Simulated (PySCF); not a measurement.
**Running PySCF for F2S**

File input.py (PySCF 2.14):

```python
from pyscf import gto, scf

mol = gto.M(
    atom='S -0.5555 0.0915 0; F 0.4674 -0.077 1.2061; F 0.4674 -0.077 -1.2061',
    basis='6-31g*',
    charge=0,
    spin=0,
    symmetry=True,
    verbose=4,
)
mf = scf.RHF(mol)
mf.kernel()
mf.analyze()
print('orbital energies (hartree):', mf.mo_energy[..., max(0, mol.nelec[1]-3):mol.nelec[0]+3].round(4))
```

```bash
$ OMP_NUM_THREADS=1 python input.py
```

It prints (some set-up lines and the per-cycle HOMO/LUMO lines with their warnings removed):

```
PySCF version 2.14.0

[INPUT] verbose = 4
[INPUT] num. atoms = 3
[INPUT] num. electrons = 34
[INPUT] charge = 0
[INPUT] spin (= nelec alpha-beta = 2S) = 0
[INPUT] symmetry True subgroup None
[INPUT] Mole.unit = angstrom
[INPUT] Symbol           X                Y                Z      unit          X                Y                Z       unit  Magmom
[INPUT]  1 S     -0.555500000000   0.091500000000   0.000000000000 AA   -1.049742862196   0.172909940398   0.000000000000 Bohr   0.0
[INPUT]  2 F      0.467400000000  -0.077000000000   1.206100000000 AA    0.883257990622  -0.145508911592   2.279198678838 Bohr   0.0
[INPUT]  3 F      0.467400000000  -0.077000000000  -1.206100000000 AA    0.883257990622  -0.145508911592  -2.279198678838 Bohr   0.0

nuclear repulsion = 113.595850944063
point group symmetry = C2v
symmetry origin: [-2.63894695e-02  4.33525405e-03  2.61228947e-17]
symmetry axis x: [ 1.62537253e-01  9.86702408e-01 -2.77771839e-18]
symmetry axis y: [ 3.46747579e-17 -2.89674119e-18  1.00000000e+00]
symmetry axis z: [ 9.86702408e-01 -1.62537253e-01  6.63940160e-17]
num. orbitals of irrep A1 = 19
num. orbitals of irrep A2 = 5
num. orbitals of irrep B1 = 8
num. orbitals of irrep B2 = 14
number of shells = 20
number of NR pGTOs = 105
number of NR cGTOs = 46
basis = 6-31g*
ecp = {}

******** <class 'pyscf.scf.hf_symm.SymAdaptedRHF'> ********
method = SymAdaptedRHF
initial guess = minao
damping factor = 0
level_shift factor = 0
DIIS = <class 'pyscf.scf.diis.CDIIS'>
diis_start_cycle = 1
diis_space = 8
diis_damp = 0
SCF conv_tol = 1e-09
SCF conv_tol_grad = None
SCF max_cycles = 50
direct_scf = True
direct_scf_tol = 1e-13
Freeze 0 electrons in irreps []
    34 free electrons in irreps A1 A2 B1 B2
Set gradient conv threshold to 3.16228e-05
Initial guess from minao.
init E= -596.533264716226
cycle= 1 E= -596.240306226134  delta_E= 0.293  |g|= 0.56  |ddm|= 2.02
cycle= 2 E= -596.290645130379  delta_E= -0.0503  |g|= 0.314  |ddm|= 0.646
cycle= 3 E= -596.307474251913  delta_E= -0.0168  |g|= 0.0461  |ddm|= 0.213
cycle= 4 E= -596.308033018931  delta_E= -0.000559  |g|= 0.0109  |ddm|= 0.0469
cycle= 5 E= -596.308099163377  delta_E= -6.61e-05  |g|= 0.0027  |ddm|= 0.0196
cycle= 6 E= -596.308105175823  delta_E= -6.01e-06  |g|= 0.000644  |ddm|= 0.00652
cycle= 7 E= -596.308105499305  delta_E= -3.23e-07  |g|= 0.0001  |ddm|= 0.00157
cycle= 8 E= -596.308105505783  delta_E= -6.48e-09  |g|= 1.74e-05  |ddm|= 0.000233
cycle= 9 E= -596.308105505929  delta_E= -1.46e-10  |g|= 3.13e-06  |ddm|= 3.25e-05
Extra cycle  E= -596.308105505933  delta_E= -3.75e-12  |g|= 1.2e-06  |ddm|= 3.79e-06
converged SCF energy = -596.308105505933
**** SCF Summaries ****
Total Energy =                        -596.308105505932531
Nuclear Repulsion Energy =             113.595850944062690
One-electron Energy =                -1053.648105480161121
Two-electron Energy =                  343.744149030165886
Two-electron Coulomb Energy =          388.969723946063141
DFT Exchange-Correlation Energy =      -45.225574915897255
Wave-function symmetry = A1
**** MO energy ****
[6 lines left out]
MO #7 (B1 #1), energy= -6.78057281239215 occ= 2
MO #8 (A1 #5), energy= -1.6620541284711 occ= 2
MO #9 (B2 #3), energy= -1.61937890303324 occ= 2
MO #10 (A1 #6), energy= -0.980656460604246 occ= 2
MO #11 (B2 #4), energy= -0.761173056246856 occ= 2
MO #12 (A1 #7), energy= -0.739490708252213 occ= 2
MO #13 (B1 #2), energy= -0.738421545981975 occ= 2
MO #14 (A2 #1), energy= -0.693386829266695 occ= 2
MO #15 (B2 #5), energy= -0.657250891649862 occ= 2
MO #16 (A1 #8), energy= -0.593830381021404 occ= 2
MO #17 (B1 #3), energy= -0.391303623119907 occ= 2
MO #18 (B2 #6), energy= 0.106357223807905 occ= 0
MO #19 (A1 #9), energy= 0.163349777981755 occ= 0
MO #20 (A1 #10), energy= 0.410696875088949 occ= 0
[26 lines left out]
 ** Mulliken pop on meta-lowdin orthogonal AOs  **
 ** Mulliken pop  **
pop of  0 S 1s            2.00000
pop of  0 S 2s            1.99998
pop of  0 S 3s            1.77774
pop of  0 S 4s            0.01284
pop of  0 S 2px           1.99994
pop of  0 S 2py           1.99999
pop of  0 S 2pz           1.99992
pop of  0 S 3px           0.85463
pop of  0 S 3py           1.96295
pop of  0 S 3pz           0.45812
pop of  0 S 4px           0.01348
pop of  0 S 4py           0.00350
[34 lines left out]
 ** Mulliken atomic charges  **
charge of    0S =      0.85225
charge of    1F =     -0.42612
charge of    2F =     -0.42612
Dipole moment(X, Y, Z, Debye): -1.58764,  0.26153, -0.00000
orbital energies (hartree): [-0.6573 -0.5938 -0.3913  0.1064  0.1633  0.4107]
```

In short: E(SCF) = -596.308106 Eh, 9 cycles, μ(SCF) = 1.61 D.

Hardware: Arm Neoverse N1, 1 thread, shared host. Wall time 1.6 s.
